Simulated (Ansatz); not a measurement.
# CH3NOS: taking an electron away

The task here is to estimate one member of a computed series from the others.

Program: Ansatz 0.2.0, Gaussian basis. Level of theory: unrestricted cation, the program's frozen cores in correlated methods. These are calculated values, not measurements.

Plan: UKS PBE-D4/def2-TZVPP; UKS r2SCAN-D4/def2-TZVPP; UKS PBE0-D4/def2-TZVPP; UKS B3LYP-D4/def2-TZVPP; UKS wB97X-V/def2-TZVPP; UKS wB97M-V/def2-TZVPP; UKS B2PLYP/def2-TZVPP; UHF-CCSD(T)/def2-TZVPP; UHF-CCSD(T)/def2-QZVPP; extrapolation to the limit; then −ε(HOMO) from the neutral's earlier runs with LDA (SPW92), PBE-D4, revPBE-D4, BLYP-D4, r2SCAN-D4, B97M-V, PBE0-D4, B3LYP-D4, r2SCANh-D4, r2SCAN0-D4, HSE06-D4, BHLYP-D4, CAM-B3LYP-D4, LC-ωPBE, ωB97X-V, ωB97M-V.

**The relaxed structure**

An earlier PBE0-D4 in a triple-zeta def2 set relaxation fixed the geometry.

SMILES `CN=S=O`, 7 atoms, charge 0, spin multiplicity 1.

Atoms are counted from 1 here; the program's logs count them from 0.

Bond lengths: C1–N2 1.443 Å, C1–H5 1.093 Å, C1–H6 1.093 Å, C1–H7 1.092 Å, N2–S3 1.506 Å, S3–O4 1.454 Å. Angles: N2–C1–H5 108.4°, N2–C1–H6 108.4°, N2–C1–H7 113.4°, H5–C1–H6 107.0°, H5–C1–H7 109.7°, H6–C1–H7 109.7°, C1–N2–S3 124.7°, N2–S3–O4 119.6°.

Set-up of the first run:

Input file in.yaml:

```yaml
crystal:
  periodic: [false, false, false]
  atoms:
    - {symbol: C, position_ang: [0.247841, 0.769119, 0.005780]}
    - {symbol: N, position_ang: [-0.966113, 0.009868, 0.181448]}
    - {symbol: S, position_ang: [-1.059134, -1.491272, 0.097136]}
    - {symbol: O, position_ang: [0.136867, -2.270020, -0.179372]}
    - {symbol: H, position_ang: [0.098373, 1.474876, -0.815119]}
    - {symbol: H, position_ang: [0.419712, 1.360012, 0.908876]}
    - {symbol: H, position_ang: [1.122454, 0.147416, -0.198739]}
basis:
  gaussian: {orbitals: def2-TZVPP}
total_charge: 1
magnetization: {spin_polarized: true, initial_magnetization: 1}
hamiltonian: {xc: pbe, dispersion: d4}
```

Started as:

```
ansatz run in.yaml --threads 2 --pin off --events-out ev --progress --plain --max-ram 32768MiB --backend cpu
```

Steps of the session up to this table: Cation, UKS PBE-D4/def2-TZVPP; Cation, UKS r2SCAN-D4/def2-TZVPP; Cation, UKS PBE0-D4/def2-TZVPP; Cation, UKS B3LYP-D4/def2-TZVPP; Cation, UKS wB97X-V/def2-TZVPP; Cation, UKS wB97M-V/def2-TZVPP; Cation, UKS B2PLYP (frozen core)/def2-TZVPP; Cation, UHF-CCSD(T)/def2-TZVPP; Cation, UHF-CCSD(T)/def2-QZVPP.

One of the session's tables, all rows but one given; the rest of the session is left out.

It belongs to the step «Ionisation energies side by side». Orbital estimates, from the neutral's runs:

| functional | −ε(HOMO) (eV) |
| --- | --- |
| LDA (SPW92) | 7.19 |
| PBE-D4 | 7.00 |
| revPBE-D4 | 6.93 |
| BLYP-D4 | 6.90 |
| r2SCAN-D4 | 7.33 |
| B97M-V | 7.43 |
| PBE0-D4 | 8.53 |
| B3LYP-D4 | 8.30 |
| r2SCANh-D4 | ? |
| r2SCAN0-D4 | 8.71 |
| HSE06-D4 | 8.13 |
| BHLYP-D4 | 9.65 |
| CAM-B3LYP-D4 | 9.84 |
| LC-ωPBE | 11.18 |
| ωB97X-V | 10.81 |
| ωB97M-V | 10.69 |

Estimate the missing values for r2SCANh-D4.

Worked estimate for «−ε(HOMO) (eV)». Against the share of exact exchange, r2SCAN-D4 (0, 7.33), r2SCAN0-D4 (0.25, 8.71) give a slope of 5.52 per unit share; at 0.1 the line stands at 7.88.

**Answer.** −ε(HOMO) (eV): 7.91. In «−ε(HOMO) (eV)» the line misses by -0.03.
